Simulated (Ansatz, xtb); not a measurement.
# A geometry optimisation of CH5AlO+ with r2SCAN-D4/def2-SVP

The starting geometry of this gas-phase doublet has its atoms placed at random.

```xyz
8

C     0.3743   -2.2260   -0.3675
Al    0.1448    0.9498    0.2765
O     0.2931   -0.7414    0.3540
H    -0.5598    1.2063   -1.6124
H     0.4173    1.5065   -1.3389
H     1.2532   -0.1857    0.9228
H     0.6461   -1.3544   -0.5791
H     1.9885    0.4574    0.1344
```

Q: One run relaxed it with r2SCAN-D4/def2-SVP. What is a likely outcome?

A: It loosens into CHAlO + H2 + H2, which stay close as a complex (formulas without charges). Distances that change by over a tenth: C1–H7 (0.94 → 1.12 Å), Al2–O3 (1.70 → 2.22 Å), Al2–H8 (1.91 → 2.82 Å), O3–H6 (1.25 → 2.75 Å). Contacts that open: Al2–H5 (1.73 → 2.84 Å), Al2–H6 (1.71 → 2.84 Å), O3–H7 (1.17 → 2.06 Å). Contacts that close: C1–O3 (1.65 → 1.20 Å), H4–H5 (1.06 → 0.76 Å), H6–H8 (1.26 → 0.76 Å).

The energy falls by 10.03 eV over 36 steps:

| step | E − E(last) (eV) |
| --- | --- |
| 1 | 10.034 |
| 5 | 3.270 |
| 9 | 0.852 |
| 13 | 0.065 |
| 17 | 0.009 |
| 20 | 0.006 |
| 24 | 0.003 |
| 28 | 0.001 |
| 32 | 0.000 |
| 36 | 0.000 |

Final geometry (Å):

```yaml
atoms:
  - { symbol: C, position_ang: [-0.1148, -2.1855, -0.2016] }
  - { symbol: Al, position_ang: [-0.4762, 0.7978, 1.0159] }
  - { symbol: O, position_ang: [0.1386, -1.0196, -0.1047] }
  - { symbol: H, position_ang: [-0.1570, 1.8824, -1.5710] }
  - { symbol: H, position_ang: [0.1716, 1.2120, -1.7201] }
  - { symbol: H, position_ang: [2.2889, 0.6191, 0.3947] }
  - { symbol: H, position_ang: [0.3926, -2.9062, -0.8944] }
  - { symbol: H, position_ang: [2.3138, 1.2124, 0.8710] }
```

From the same start GFN2-xTB ends elsewhere, differing in C1–Al2 (1.92 against 3.24 Å here), Al2–H5 (1.88 against 2.84 Å here), Al2–H8 (1.51 against 2.82 Å here), O3–H6 (0.97 against 2.75 Å here), H4–H5 (0.88 against 0.76 Å here), H6–H8 (3.48 against 0.76 Å here).

From so rough a start the end depends on the optimiser's path, so another program may land elsewhere. No frequencies were run, so the end isn't proven a minimum. Open shells are spin-unrestricted. Run with Ansatz 0.2.0, 2.6 min on 2 threads of Arm Neoverse V2, with other jobs on the host.
